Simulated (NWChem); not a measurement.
The numbers come from NWChem runs, not from measurements. System: benzene (C6H6), charge 0, spin multiplicity 1, at a geometry optimised with B3LYP/def2-SVP. Level: RHF/def2-SVP.

Input file:

```
start mol
memory heap 200 mb stack 900 mb global 1100 mb
geometry units angstroms nocenter noautoz
  C      0.000000     0.000000     1.398852
  C     -1.211423     0.000000     0.699426
  C     -1.211423     0.000000    -0.699426
  C      0.000000     0.000000    -1.398852
  C      1.211423     0.000000    -0.699426
  C      1.211423     0.000000     0.699426
  H      0.000000     0.000000     2.492116
  H     -2.158220     0.000000     1.246058
  H     -2.158220     0.000000    -1.246058
  H      0.000000     0.000000    -2.492116
  H      2.158220     0.000000    -1.246058
  H      2.158220     0.000000     1.246058
  symmetry group D2h
end
basis spherical
  * library def2-svp
end
scf
  rhf
  nopen 0
  maxiter 100
  thresh 1e-7
  semidirect memsize 60000000 filesize 0
end
task scf energy
```

NWChem printed:

```
             Northwest Computational Chemistry Package (NWChem) 7.3.0
             --------------------------------------------------------

                                NWChem Input Module
                                -------------------

 Scaling coordinates for geometry "geometry" by  1.889725989
 (inverse scale =  0.529177249)

 Turning off AUTOSYM since
 SYMMETRY directive was detected!

                             Geometry "geometry" -> ""
                             -------------------------

 Output coordinates in angstroms (scale by  1.889725989 to convert to a.u.)

  No.       Tag          Charge          X              Y              Z
 ---- ---------------- ---------- -------------- -------------- --------------
    1 C                    6.0000     0.00000000     0.00000000     1.39885200
    2 C                    6.0000    -1.21142300     0.00000000     0.69942600
    3 C                    6.0000    -1.21142300     0.00000000    -0.69942600
    4 C                    6.0000     0.00000000     0.00000000    -1.39885200
    5 C                    6.0000     1.21142300     0.00000000    -0.69942600
    6 C                    6.0000     1.21142300     0.00000000     0.69942600
    7 H                    1.0000     0.00000000     0.00000000     2.49211600
    8 H                    1.0000    -2.15822000     0.00000000     1.24605800
    9 H                    1.0000    -2.15822000     0.00000000    -1.24605800
   10 H                    1.0000     0.00000000     0.00000000    -2.49211600
   11 H                    1.0000     2.15822000     0.00000000    -1.24605800
   12 H                    1.0000     2.15822000     0.00000000     1.24605800

 Effective nuclear repulsion energy (a.u.)     202.7368236591

            Nuclear Dipole moment (a.u.)
            ----------------------------
        X                 Y               Z
 ---------------- ---------------- ----------------
     0.0000000000     0.0000000000    -0.0000000000

      Symmetry information
      --------------------

 Group name             D2h
 Group number             26
 Group order               8
[...]
 Vector   22  Occ=0.000000D+00  E= 1.323073D-01  Symmetry=au
              MO Center= -1.4D-16, -6.2D-16, -5.2D-16, r^2= 3.8D+00
   Bfn.  Coefficient  Atom+Function         Bfn.  Coefficient  Atom+Function
  ----- ------------  ---------------      ----- ------------  ---------------
    22      0.516266   2 C  py               36     -0.516266   3 C  py
    64      0.516266   5 C  py               78     -0.516266   6 C  py
    19      0.273204   2 C  py               33     -0.273204   3 C  py
    61      0.273204   5 C  py               75     -0.273204   6 C  py

 Vector   23  Occ=0.000000D+00  E= 1.323107D-01  Symmetry=b2u
              MO Center=  3.9D-16,  5.7D-17,  1.9D-16, r^2= 3.8D+00
   Bfn.  Coefficient  Atom+Function         Bfn.  Coefficient  Atom+Function
  ----- ------------  ---------------      ----- ------------  ---------------
     8      0.596140   1 C  py               50      0.596140   4 C  py
     5      0.315467   1 C  py               47      0.315467   4 C  py
    22     -0.298071   2 C  py               36     -0.298071   3 C  py
    64     -0.298071   5 C  py               78     -0.298071   6 C  py
    19     -0.157733   2 C  py               33     -0.157733   3 C  py

 Vector   24  Occ=0.000000D+00  E= 1.807282D-01  Symmetry=ag
              MO Center=  3.8D-17, -6.2D-22,  1.0D-15, r^2= 1.0D+01
   Bfn.  Coefficient  Atom+Function         Bfn.  Coefficient  Atom+Function
  ----- ------------  ---------------      ----- ------------  ---------------
    86      0.826524   7 H  s                91      0.826507   8 H  s
    96      0.826507   9 H  s               101      0.826524  10 H  s
   106      0.826507  11 H  s               111      0.826507  12 H  s
     3     -0.583129   1 C  s                17     -0.583134   2 C  s
    31     -0.583134   3 C  s                45     -0.583129   4 C  s

 center of mass
 --------------
 x =   0.00000000 y =   0.00000000 z =  -0.00000000

 moments of inertia (a.u.)
 ------------------
         318.617679810592           0.000000000000           0.000000000000
           0.000000000000         637.226751582533           0.000000000000
           0.000000000000           0.000000000000         318.609071771941

  Mulliken analysis of the total density
  --------------------------------------

    Atom       Charge   Shell Charges
 -----------   ------   -------------------------------------------------------
    1 C    6     6.05   1.99  0.88  0.26  2.01  0.86  0.04
    2 C    6     6.05   1.99  0.88  0.26  2.01  0.86  0.04
    3 C    6     6.05   1.99  0.88  0.26  2.01  0.86  0.04
    4 C    6     6.05   1.99  0.88  0.26  2.01  0.86  0.04
    5 C    6     6.05   1.99  0.88  0.26  2.01  0.86  0.04
    6 C    6     6.05   1.99  0.88  0.26  2.01  0.86  0.04
    7 H    1     0.95   0.76  0.17  0.03
    8 H    1     0.95   0.76  0.17  0.03
    9 H    1     0.95   0.76  0.17  0.03
   10 H    1     0.95   0.76  0.17  0.03
   11 H    1     0.95   0.76  0.17  0.03
   12 H    1     0.95   0.76  0.17  0.03

       Multipole analysis of the density wrt the origin
       ------------------------------------------------

     L   x y z        total         open         nuclear
     -   - - -        -----         ----         -------
     0   0 0 0     -0.000000      0.000000     42.000000

     1   1 0 0     -0.000000      0.000000      0.000000
     1   0 1 0      0.000000      0.000000      0.000000
     1   0 0 1     -0.000000      0.000000     -0.000000

     2   2 0 0    -23.808640      0.000000    192.311636
     2   1 1 0      0.000000      0.000000      0.000000
     2   1 0 1     -0.000000      0.000000      0.000000
     2   0 2 0    -30.226100      0.000000      0.000000
     2   0 1 1      0.000000      0.000000      0.000000
     2   0 0 2    -23.808382      0.000000    192.316422

 Task  times  cpu:        1.4s     wall:        1.4s

 Total times  cpu:        1.5s     wall:        1.5s
```
